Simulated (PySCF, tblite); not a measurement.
# C4H4NS radical: geometry, infrared bands and EPR parameters

Wanted: the infrared bands and EPR parameters of C4H4NS radical (`Cc1[c]csn1`), by calculation.

The runs use tblite 0.8.0 and PySCF 2.14.0, with density-fitted response routines of our own; the level of theory stands in each step. All values are computed, except where a source is named. Atoms count from 0, in the outputs and in this text.

## (1) Starting geometry

10 atoms, charge 0, multiplicity 2; geometry from: force field or distance geometry start.

Bonds of the start (Å): C0–C1 1.53, C1–C2 1.33, C2–C3 1.32, C3–S4 1.70, S4–N5 1.82, N5–C1 1.31, C0–H6 1.10, C0–H7 1.09, C0–H8 1.11, C3–H9 1.08.

## (2) Geometry optimisation with GFN2-xTB

The job: settings as JSON, then the geometry in Å.

```
{"job": {"kind": "relax", "xc": "GFN2-xTB", "basis": "xTB"}, "charge": 0, "multiplicity": 2}
C     -1.643600     0.199500     0.250400
C     -0.168700    -0.202500     0.186200
C      0.779300     0.589800     0.687400
C      2.062300     0.275700     0.642500
S      1.951400    -1.251500    -0.103200
N      0.149800    -1.361900    -0.346000
H     -2.243600    -0.647400     0.603700
H     -1.993700     0.480700    -0.744400
H     -1.765300     1.060300     0.942400
H      2.880900     0.861800     1.030800
```

Run with:

```
$ OMP_NUM_THREADS=1 python probes_run.py task.json out
```

The driver reads the jobs from task.json and runs them one after another.

**Question.** This job is followed by: GFN2-xTB harmonic vibrations, gas phase; UKS B3LYP, pcH-1 on C H N S, non-relativistic, mean-field spin-orbit, GIAO. Predict these results of the whole session: strongest single infrared mode (GFN2-xTB); zero-point energy (GFN2-xTB); g(iso) (B3LYP); ⟨S²⟩; largest a(iso) (averaged by class); potential on the surface of density 0.002 e/bohr³, 1st and 99th percentile.

As calculated:

```
                                                                  quantity                 value
                                 strongest single infrared mode (GFN2-xTB)  1332 cm⁻¹, 62 km/mol
                                              zero-point energy (GFN2-xTB)         42.9 kcal/mol
                                                            g(iso) (B3LYP)               2.00013
                                                                      ⟨S²⟩    0.757 (exact 0.75)
                                        largest a(iso) (averaged by class)  13C on C2, 413.3 MHz
potential on the surface of density 0.002 e/bohr³, 1st and 99th percentile    -1.52 V and 1.40 V
```

**Reading.** The optimisation took 55 steps and gained 0.957 eV; among the close pairs (by a distance rule), S4–N5 changed most, from 1.821 to 1.649 Å. No mode is imaginary among the 24: a minimum at this level. The strongest single mode, at 1332 cm⁻¹, moves mainly C1. Unscaled tight-binding wavenumbers are off by several per cent, some by more. Its intensities can rank the bands wrongly. Most of the unpaired spin sits on C2 (0.96 e). The isotropic g lies 2.2 ppt below the free-electron value. These values are for one conformer; the search (at its own cheap level) found 1 more, at 0.44 kcal/mol, and measured spectra average over such forms.
